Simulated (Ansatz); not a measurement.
Process, species as SMILES: C(#C)C + 4 [H][H] (H2) → 3 C (CH4)
B3LYP-D3(BJ)/def2-TZVP geometries, fixed; electronic energies without zero-point terms.

Basis-set convergence of the energy of full hydrogenation at PBE with Ansatz (a quantum-chemistry and plane-wave program). Cartesian d functions, on some or all atoms, in 6-31G*, 6-31G**; all else is spherical. The program fits the integrals of some runs and decomposes those of others, by size. No added dispersion term, no relativity. Functions are those of the species that has most. Reference: the value in def2-QZVPPD, -120.58 kcal/mol, itself unsure by roughly 0.08 kcal/mol (its mean distance from pcseg-3, def2-QZVPP, cc-pVQZ). Deviations are taken from unrounded values.

```tsv
basis	functions	energy of full hydrogenation (kcal/mol)	minus reference (kcal/mol)
STO-3G	19	-148.76	-28.18
3-21G	35	-128.84	-8.27
6-31G	35	-127.85	-7.27
6-31G*	53	-126.10	-5.52
cc-pVDZ	62	-124.02	-3.44
6-31G**	65	-125.76	-5.18
6-311G**	78	-122.11	-1.54
aug-pcseg-1	105	-123.31	-2.73
cc-pVTZ	146	-121.23	-0.66
aug-pcseg-2	230	-120.92	-0.34
cc-pVQZ	285	-120.77	-0.19
```

The smallest set listed that lies within 4 kcal/mol of the reference with all its larger relatives (same family, alike in diffuse functions; a set with none counts only in the reference's own line) is cc-pVDZ (62 functions, -3.44 kcal/mol off). Inside, with no larger relative to test it: 6-311G**.
